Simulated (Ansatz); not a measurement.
For 3C-SiC, PBE-D3(BJ) in Ansatz (plane waves, PAW) gives:

- lattice constant a = 4.349 Å
- formation enthalpy = -0.277 eV/atom

**Question.** What does r²SCAN-D4 in Ansatz (plane waves, PAW) give for the same quantities?

**Answer.** 
- lattice constant a: 4.347 Å (stays essentially unchanged)
- formation enthalpy: -0.327 eV/atom (moves by -0.050 eV/atom)

For comparison: lattice constant a 4.346 Å (measured, static lattice: zero-point anharmonic expansion removed, sources range from 4.341 to 4.348; as tabulated in Mejia-Rodriguez and Trickey (2018), arXiv:1807.09216); formation enthalpy -0.358 eV/atom (measured, 0 K, zero-point vibrations removed by harmonic ab initio phonons, 0 K static; as tabulated in Harl and Kresse (2009), doi:10.1103/physrevlett.103.056401).

Changes are worked out from the printed values.

Unless a cell is named, each level is at its own relaxed cell (PBE-D3(BJ) 10.28, r²SCAN-D4 10.27 Å³/atom).

Ansatz's density-functional and Hartree–Fock values are scalar-relativistic unless marked +SOC, with PAW data made under PBE.

Ansatz is an electronic-structure program.
